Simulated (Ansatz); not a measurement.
# CH8BN (SMILES [BH3-][NH2+]C): SVWN5/cc-pVDZ

Aim: the vertical singlet–triplet gap of CH8BN at SVWN5/cc-pVDZ, from 2 runs. 

The results are computed with Ansatz 0.2.0.

64 further runs of the same task are left out: 2 that didn't finish, 62 set aside as unsound or not needed.

### Step 1. Starting point

CH8BN has 11 atoms, charge 0, and is taken as a singlet. SMILES: `[BH3-][NH2+]C`. The shape is that of a PBE0-D4/def2-TZVP optimisation.

Bond lengths: B1–N2 1.626 Å, N2–C3 1.469 Å, B1–H4 1.214 Å, B1–H5 1.214 Å, B1–H6 1.214 Å, N2–H7 1.016 Å, N2–H8 1.016 Å, C3–H9 1.089 Å, C3–H10 1.089 Å, C3–H11 1.092 Å. Some angles: B1–N2–C3 114.0°, B1–N2–H7 108.2°, B1–N2–H8 108.2°, C3–N2–H7 109.9°, C3–N2–H8 109.9°, N2–B1–H4 105.5°, N2–B1–H5 105.4°, N2–B1–H6 105.4°, N2–C3–H9 108.2°, N2–C3–H10 108.2°.

### Step 2. A single-point energy at SVWN5/cc-pVDZ

Contents of input.yaml:

```yaml
crystal:
  periodic: [false, false, false]
  atoms:
    - {symbol: B, position_ang: [-0.828400, 1.032000, -0.205100]}
    - {symbol: "N", position_ang: [-0.349500, -0.497500, 0.070800]}
    - {symbol: C, position_ang: [1.107800, -0.661100, 0.155200]}
    - {symbol: H, position_ang: [-2.040900, 0.991000, -0.245400]}
    - {symbol: H, position_ang: [-0.325100, 1.341700, -1.265700]}
    - {symbol: H, position_ang: [-0.402900, 1.677500, 0.731200]}
    - {symbol: H, position_ang: [-0.783500, -0.815200, 0.932300]}
    - {symbol: H, position_ang: [-0.721000, -1.084700, -0.669900]}
    - {symbol: H, position_ang: [1.475700, -0.024100, 0.957600]}
    - {symbol: H, position_ang: [1.543500, -0.317100, -0.781300]}
    - {symbol: H, position_ang: [1.389800, -1.699400, 0.341100]}
basis:
  gaussian:
    orbitals: cc-pVDZ
hamiltonian:
  xc: {name: SVWN5}
accuracy: high
output:
  orbitals: {seedname: orbitals}
```

Launch:

```bash
$ ansatz run input.yaml --threads 1 --pin off --max-ram 3480MiB --events-out events.jsonl --progress --plain --runs-dir runs
```

The log of the run:

```text
Warning: RAYON_NUM_THREADS=1 ignored (pool sized by the plan → 1); use --threads N
Functional definition: SVWN5
  name "SVWN5"
  exchange = slater_x
  correlation = vwn5_c
2051 factors; integrals over basis functions are off by at most 3.4e-9 eV
mean field evaluation 1: about -3293.1825 eV, gradient 5.7e1 eV
mean field evaluation 2: about -3283.4749 eV, gradient 8.5e1 eV
mean field evaluation 4: about -3301.8774 eV, gradient 4.2e0 eV
mean field evaluation 8: about -3301.9134 eV, gradient 5.7e-2 eV
mean field evaluation 16: about -3301.9134 eV, gradient 7.5e-7 eV
mean field -3301.91336824 eV, -121.3430781655 hartree, gradient 3.7e-8 eV, S^2 0.000000; 0 other end points of the search recorded, 0 dependent functions left out
reference -3301.91337141 eV, -121.3430782819 hartree; 13, 13 occupied and 69, 69 virtual orbitals, 2051 factors
Total energy: -3301.91337141 eV, -121.3430782819 hartree
```

It took 3.6 s on 1 thread of Arm Neoverse V2, shared host; peak memory 0.21 GiB.

### Step 3. The triplet, same level

Contents of in.yaml:

```yaml
crystal:
  periodic: [false, false, false]
  atoms:
    - {symbol: B, position_ang: [-0.828400, 1.032000, -0.205100]}
    - {symbol: "N", position_ang: [-0.349500, -0.497500, 0.070800]}
    - {symbol: C, position_ang: [1.107800, -0.661100, 0.155200]}
    - {symbol: H, position_ang: [-2.040900, 0.991000, -0.245400]}
    - {symbol: H, position_ang: [-0.325100, 1.341700, -1.265700]}
    - {symbol: H, position_ang: [-0.402900, 1.677500, 0.731200]}
    - {symbol: H, position_ang: [-0.783500, -0.815200, 0.932300]}
    - {symbol: H, position_ang: [-0.721000, -1.084700, -0.669900]}
    - {symbol: H, position_ang: [1.475700, -0.024100, 0.957600]}
    - {symbol: H, position_ang: [1.543500, -0.317100, -0.781300]}
    - {symbol: H, position_ang: [1.389800, -1.699400, 0.341100]}
basis:
  gaussian: {orbitals: cc-pVDZ}
magnetization: {spin_polarized: true, initial_magnetization: 2}
accuracy: high
output: {orbitals: {seedname: orbitals}}
hamiltonian: {xc: {name: SVWN5}}
```

Launch:

```bash
$ ansatz run in.yaml --threads 1 --pin off --max-ram 3480MiB --events-out events.jsonl --progress --plain --runs-dir runs
```

The log of the run:

```text
Warning: RAYON_NUM_THREADS=1 ignored (pool sized by the plan → 1); use --threads N
[... 4 set-up lines as earlier in the session ...]
2051 factors; integrals over basis functions are off by at most 3.4e-9 eV
mean field evaluation 1: about -3284.7570 eV, gradient 4.4e1 eV
mean field evaluation 2: about -3260.7020 eV, gradient 8.0e1 eV
mean field evaluation 4: about -3294.3254 eV, gradient 8.7e0 eV
mean field evaluation 8: about -3294.5870 eV, gradient 5.7e0 eV
mean field evaluation 16: about -3294.8880 eV, gradient 9.4e-4 eV
mean field evaluation 32: about -3290.3502 eV, gradient 1.5e1 eV
mean field evaluation 64: about -3294.2660 eV, gradient 2.9e0 eV
mean field evaluation 96: about -3294.8639 eV, gradient 3.1e-1 eV
mean field -3294.92946884 eV, -121.0864245966 hartree, gradient 2.4e-8 eV, S^2 2.001641; 11 other end points of the search recorded, 0 dependent functions left out
reference -3294.92947214 eV, -121.0864247176 hartree; 14, 12 occupied and 68, 70 virtual orbitals, 2051 factors
Total energy: -3294.92947214 eV, -121.0864247176 hartree
```

Run time: 15 s. Hardware: 1 thread of Arm Neoverse V2, shared host; peak memory 0.26 GiB.

### Step 4. What came out

Level: SVWN5/cc-pVDZ.

```
                                        quantity          value
                           singlet: total energy  -121.34308 Eh
                            singlet: HOMO energy       -6.19 eV
                            singlet: LUMO energy       -0.23 eV
                          singlet: HOMO–LUMO gap        5.96 eV
                           triplet: total energy  -121.08642 Eh
     triplet: HOMO energy (highest over α and β)       -0.54 eV
                                   triplet: ⟨S²⟩          2.002
vertical energy of the triplet above the singlet       6.984 eV
```

**Reading.** At this shape the triplet lies 6.98 eV (674 kJ/mol) above the singlet.
